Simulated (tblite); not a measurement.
Species: C3H3ClF (doublet state).
Atom-mapped SMILES: `[CH3:1]/[C:2]=[C:3](/[F:4])[Cl:5]` (hydrogens: H6, H7, H8 on C1)
Bond orders are those of one Lewis drawing.

Computed with GFN2-xTB (tblite), gas phase: L-BFGS steps from a force-field or distance-geometry start until the largest atomic force falls under 0.01 eV/Å.

The end geometry, which sets the zero of energy:
```
atom  x, y, z in Å
C1     -1.2166   -0.0172   -0.0685
C2      0.1176    0.4950    0.1200
C3      1.3739    0.2539    0.1274
F4      2.3611    1.1136    0.3744
Cl5     2.0756   -1.3751   -0.2132
H6     -1.7601   -0.0122    0.8759
H7     -1.1874   -1.0443   -0.4488
H8     -1.7551    0.5959   -0.7917
```

Task: These geometries come from the run, each turned onto the end geometry. Order them by energy, lowest first.
A.
```
atom  x, y, z in Å
C1     -1.2221   -0.0130   -0.0733
C2      0.1204    0.4833    0.0866
C3      1.3752    0.2383    0.1255
F4      2.3466    1.1143    0.3900
Cl5     2.1232   -1.3744   -0.2065
H6     -1.7489   -0.0025    0.8808
H7     -1.2139   -1.0427   -0.4470
H8     -1.7716    0.6064   -0.7807
```
B.
```
atom  x, y, z in Å
C1     -1.1806   -0.0027   -0.0818
C2      0.1698   -0.5541   -0.1577
C3      1.3306   -0.0552    0.0600
F4      1.5198    1.2718    0.3956
Cl5     2.7537   -1.0488   -0.0912
H6     -1.3811    0.2736    0.9648
H7     -1.8852   -0.7738   -0.4103
H8     -1.3180    0.8988   -0.7039
```
C.
```
atom  x, y, z in Å
C1     -1.2685   -0.0196   -0.0607
C2      0.1578   -0.1838    0.0158
C3      1.4118    0.0550    0.0825
F4      1.9962    1.2525    0.3815
Cl5     2.6576   -1.1594   -0.1742
H6     -1.6959    0.2078    0.9178
H7     -1.7522   -0.9317   -0.4284
H8     -1.4978    0.7888   -0.7589
```
D.
```
atom  x, y, z in Å
C1     -1.2618   -0.0263   -0.0675
C2      0.1405    0.2702    0.0973
C3      1.4151    0.1864    0.1169
F4      2.2834    1.1816    0.3833
Cl5     2.3535   -1.3197   -0.2097
H6     -1.7809    0.0847    0.8876
H7     -1.4420   -1.0463   -0.4505
H8     -1.6989    0.6790   -0.7820
```
E.
```
atom  x, y, z in Å
C1     -1.2336   -0.0153   -0.0724
C2      0.1270    0.4191    0.0937
C3      1.3859    0.2118    0.1259
F4      2.3227    1.1334    0.3852
Cl5     2.2094   -1.3541   -0.2074
H6     -1.7582    0.0318    0.8846
H7     -1.2890   -1.0474   -0.4529
H8     -1.7553    0.6302   -0.7813
```

Result: A (0.003 eV), E (0.011 eV), D (0.048 eV), C (0.135 eV), B (0.305 eV).

In the order of the answer:

```
step  E above end (eV)  largest force (eV/Å)  rms force component (eV/Å)  rms distance from end (Å)  rms bond change (Å)  bond most changed (Å)
  43             0.003                  0.11                       0.039                      0.027                0.001           C3–F4 +0.002
  41             0.011                  0.22                       0.076                      0.073                0.005           C3–F4 +0.007
  38             0.048                  0.29                       0.102                      0.172                0.007           C3–F4 +0.015
  25             0.135                  0.08                       0.033                      0.440                0.022          C3–Cl5 -0.048
   1             0.305                  1.43                       0.439                      0.679                0.032          C3–Cl5 -0.064
```

What follows is the cost of the whole relaxation. Hardware: one thread, Arm Neoverse V1 (aarch64), no GPU, shared host with 64 logical CPUs at a one-minute load of 30. Cost: 0.22 s of wall time.
